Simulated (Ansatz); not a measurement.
# LiSi (doublet): wave-function methods side by side at distance Si1–Li2 = 2.728 Å, aug-cc-pVDZ

The task here is to estimate one member of a computed series from the others.

Program: Ansatz 0.2.0, Gaussian basis. Level of theory: aug-cc-pVDZ, core rule «outside noble gas», up to 6 orbitals frozen. These are calculated values, not measurements.

The runs, in order: UHF; CCSD(T) on ROHF; CCSD(T) on UHF; BCCD(T) on ROHF; CISD as a restricted active space (open shells left free, so some higher excitations enter); CCSDT(Q) on ROHF; CCSDT(Q) on UHF; CASSCF and MRCISD+Q, 3 electrons in 3 orbitals; CASSCF and NEVPT2, 3 electrons in 3 orbitals; Full CI.

68 further runs of the same task are left out: 40 for a known fault of the program, 21 that didn't finish, 7 set aside as unsound or not needed. Runs told in other sessions of the task aren't counted.

## The system

The geometry derives from a PBE0/def2-TZVP stationary point (not a proven minimum). One bond is set to the value named and the two fragments are kept rigid.

2 atoms, charge 0, spin multiplicity 2.

Atoms are counted from 1 here; the program's logs count them from 0.

Bond lengths: Si1–Li2 2.728 Å.

The first run:

in.yaml reads:

```yaml
crystal:
  periodic: [false, false, false]
  atoms:
    - {symbol: Si, position_ang: [0.000000, 0.000000, 0.000000]}
    - {symbol: Li, position_ang: [0.000000, 0.000000, 2.728000]}
basis:
  gaussian: {orbitals: aug-cc-pVDZ}
magnetization: {spin_polarized: true, initial_magnetization: 1}
hamiltonian: {xc: hf}
output: {orbitals: {seedname: orbitals}}
```

Run with:

```bash
> ansatz run in.yaml --threads 1 --pin off --events-out ev --progress --plain --max-ram 2393MiB
```

Among the steps run: UHF; CCSD(T) on ROHF; CCSD(T) on UHF; BCCD(T) on ROHF; CISD as a restricted active space (open shells left free, so some higher excitations enter); CCSDT(Q) on ROHF; CCSDT(Q) on UHF; CASSCF and MRCISD+Q, 3 electrons in 3 orbitals; CASSCF and NEVPT2, 3 electrons in 3 orbitals; Full CI.

One table of the session follows, with a row left open; its other results are not shown here.

| method | from FCI (meV) |
| --- | --- |
| ROHF | ? |
| RMP2 | +788.3 |
| CISD | +247.8 |
| RCCSD | +140.5 |
| RCCSD(T) | +41.7 |
| BCCD(T) | +42.6 |
| RCCSDT | +9.3 |
| RCCSDT(Q) | +2.1 |
| CASSCF pair | +2348.4 |
| NEVPT2 pair | +713.6 |
| FCI | 0 |

Estimate the missing values for ROHF.

As computed: from FCI (meV): +2784.2. In the column «from FCI (meV)» it is the highest.

Not comparable, so not listed: CASSCF and MRCISD+Q, 3 electrons in 3 orbitals (they don't share determinant, frozen orbitals or solution with the rows shown, or repeat one).

To keep in mind: Left out of the table: UHF, UMP2, UCCSD, UCCSD(T), UCCSDT, UCCSDT(Q) (another determinant or state than the rows shown). Warnings in the runs' records: passed over end.
